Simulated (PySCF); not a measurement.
Gas-phase reaction: 2 BF3 + H2 = 2 BHF2 + F2

Energies from PySCF, thermal terms from the rigid-rotor harmonic-oscillator model, ideal gas at 1 bar. Table values come from the NASA 1993 polynomials. † marks an energy on the PBE0/def2-TZVP geometry and frequencies; other levels use their own. 6-31G* has spherical d functions here. All species are closed-shell singlets. The table's entry may be an old estimate for BHF2 (not checked at source).

BLYP/def2-TZVP† gives ΔH°(298 K) = 749.8 kJ.

**Question.** What does HF/6-31G* give, and where does the table lie?

**Answer.** HF/6-31G*: 842.1 kJ. Table: 803.6 kJ.
